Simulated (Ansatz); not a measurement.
# HCl (hydrogen chloride): MP2/def2-TZVPPD

Aim: the vertical electron affinity of HCl (hydrogen chloride) at MP2/def2-TZVPPD, from 2 runs. 

The results are computed with Ansatz 0.2.0.

32 further runs of the same task are left out: 32 set aside as unsound or not needed.

**1. The system as given**

HCl: 2 atoms, total charge 0, spin state singlet. As SMILES, `Cl`. The shape is that of a PBE0-D4/def2-TZVP optimisation.

Bond lengths: Cl1–H2 1.279 Å.

**2. The energy at MP2/def2-TZVPPD**

The input, molecule.yaml:

```yaml
crystal:
  periodic: [false, false, false]
  atoms:
    - {symbol: Cl, position_ang: [0.546000, -0.178500, 0.280800]}
    - {symbol: H, position_ang: [-0.546000, 0.178500, -0.280800]}
basis:
  gaussian:
    orbitals: def2-TZVPPD.json
correlation:
  method: mp2
  frozen_orbitals: {Cl: 5, H: 0}
accuracy: high
```

The basis set def2-TZVPPD is read from a file made from the Basis Set Exchange's data (not shown).

Command:

```
$ ansatz run molecule.yaml --threads 1 --pin off --max-ram 3480MiB --events-out events.jsonl --progress --plain --runs-dir runs
```

Output:

```text
Warning: RAYON_NUM_THREADS=1 ignored (pool sized by the plan → 1); use --threads N
Functional definition: HF
  name "HF"
  exchange = exact_x
  correlation = 0
849 factors; integrals over basis functions are off by at most 3.7e-9 eV
mean field evaluation 1: about -12519.5494 eV, gradient 1.1e1 eV
mean field evaluation 2: about -12519.5499 eV, gradient 1.1e1 eV
mean field evaluation 4: about -12519.9480 eV, gradient 1.2e0 eV
mean field evaluation 8: about -12519.9566 eV, gradient 2.4e-5 eV
mean field -12519.95662759 eV, -460.0999197327 hartree, gradient 2.1e-8 eV, S^2 0.000000; 0 other end points of the search recorded, 0 dependent functions left out
5 core orbitals not correlated: weight in the atoms' cores, before any rotation towards them, 1.000 or more for the frozen orbitals, at most 0.000 for the correlated occupied ones
reference -12519.95662759 eV, -460.0999197327 hartree; 4, 4 occupied and 59, 59 virtual orbitals, 849 factors
second order -5.58050873 eV of doubles, -0.00000000 eV of singles
Total energy: -12525.53713633 eV, -460.3049996460 hartree
```

Wall time 0.42 s (1 thread of Arm Neoverse V2, shared host); peak memory 0.097 GiB.

**3. The doublet anion, same level**

The input, in.yaml:

```yaml
crystal:
  periodic: [false, false, false]
  atoms:
    - symbol: Cl
      position_ang: [0.546000, -0.178500, 0.280800]
    - symbol: H
      position_ang: [-0.546000, 0.178500, -0.280800]
basis:
  gaussian:
    orbitals: def2-TZVPPD.json
total_charge: -1
magnetization:
  spin_polarized: true
  initial_magnetization: 1
correlation:
  method: mp2
  frozen_orbitals: {Cl: 5, H: 0}
accuracy: high
```

The basis set def2-TZVPPD is read from a file made from the Basis Set Exchange's data (not shown).

Command:

```
$ ansatz run in.yaml --threads 1 --pin off --max-ram 3480MiB --events-out events.jsonl --progress --plain --runs-dir runs
```

Output (excerpt; [...] marks lines left out):

```text
Warning: RAYON_NUM_THREADS=1 ignored (pool sized by the plan → 1); use --threads N
[... 2 set-up lines as earlier in the session ...]
[...]
849 factors; integrals over basis functions are off by at most 3.7e-9 eV
[...]
mean field -12518.18196316 eV, -460.0347020176 hartree, gradient 3.5e-8 eV, S^2 0.750828; 12 other end points of the search recorded, 0 dependent functions left out
5 core orbitals not correlated: weight in the atoms' cores, before any rotation towards them, 1.000 or more for the frozen orbitals, at most 0.000 for the correlated occupied ones
reference -12518.18196316 eV, -460.0347020176 hartree; 5, 4 occupied and 58, 59 virtual orbitals, 849 factors
second order -5.83363375 eV of doubles, -0.00000000 eV of singles
Total energy: -12524.01559691 eV, -460.2490841038 hartree
```

Run time: 1.8 s. Hardware: 1 thread of Arm Neoverse V2, shared host; peak memory 0.11 GiB.

**4. Outcome**

At MP2/def2-TZVPPD, 5 core orbitals frozen:

```
                                                  quantity          value
                                 singlet HCl: total energy  -460.30500 Eh
  singlet HCl: correlation energy (5 core orbitals frozen)     -205.1 mEh
                               doublet anion: total energy  -460.24908 Eh
doublet anion: correlation energy (5 core orbitals frozen)     -214.4 mEh
          doublet anion: ⟨S²⟩ of the reference determinant          0.751
         vertical electron affinity (to the doublet anion)      -1.522 eV
```

What this shows: The anion lies 1.52 eV (35 kcal/mol) above the neutral: the electron isn't bound at this level, and such a value depends on the basis.
